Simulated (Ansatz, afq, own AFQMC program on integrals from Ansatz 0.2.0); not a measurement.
**BeNH₂, quartet in cc-pVDZ, levels against CCSDT(Q)**

```yaml
atoms:
  - { symbol: N, position_ang: [0.0000, -0.0694, 0.5024] }
  - { symbol: Be, position_ang: [0.0000, -0.1231, -0.8335] }
  - { symbol: H, position_ang: [0.0000, 0.7377, 1.1324] }
  - { symbol: H, position_ang: [0.0000, 1.3276, -0.6614] }
```

Connectivity, by distances: NH–BeH.

Basis cc-pVDZ. Only valence electrons are correlated. AFQMC by an in-house program on the Cholesky factors that Ansatz 0.2.0 writes for its CCSD(T) run. The CISD trial takes its coefficients from CCSD amplitudes. Released means that phaseless walkers are propagated on without the constraint, phases kept. Free projection: walkers drawn from exp(T), propagated without any constraint. Its projection time is finite, and what remains of the start isn't in its error. ± is one standard error of the sampling.

Determinant: ROHF, the one that the program's search chose, which needn't be the lowest solution. The geometry is a point of a scan.

No full CI on the walks' own integrals is used here; CCSDT(Q) serves as the reference and is uncertain by about the last step of the cluster series.

Cautions: lower spins were not checked.

* T1 diagnostic: 0.0203
* weight of the determinant in the CISD state: 0.917
* size of the correlated space: 9 electrons in 36 orbitals

Reference: CCSDT(Q), correlation energy -5.484 eV. The released energy is read at 2.40 1/Eh (meV from the phaseless value at times in 1/Eh: -1 ± 10 at 0.24, -19 ± 8 at 0.51, -13 ± 8 at 0.99, -18 ± 12 at 1.62, -4 ± 10 at 2.40).

| level | E − E(reference) (kcal/mol) | share of correlation (%) |
| --- | --- | --- |
| HF | 126.47 | 0.00 |
| MP2 | 17.45 | 86.20 |
| CCSD | 3.61 | 97.14 |
| CCSD(T) | 0.68 | 99.46 |
| CCSDT | 0.24 | 99.81 |
| ph-AFQMC/HF | 4.28 ± 1.16 | 96.61 |
| ph-AFQMC/CISD | 0.27 ± 0.22 | 99.78 |
| released AFQMC | 0.19 ± 0.23 | 99.85 |
| free AFQMC | -0.11 ± 0.38 | 100.08 |

Free projections are given only where their last times agree within the noise and don't stop above the reference; a slow remainder of the start can still hide under it. A walk keeps the symmetry of its determinant, which the program's search chose and which needn't be the lowest solution, so a lower state of the same spin and another symmetry isn't excluded. Released energies are given only where the last usable release times agree within the noise; a slower fall can still hide under it.
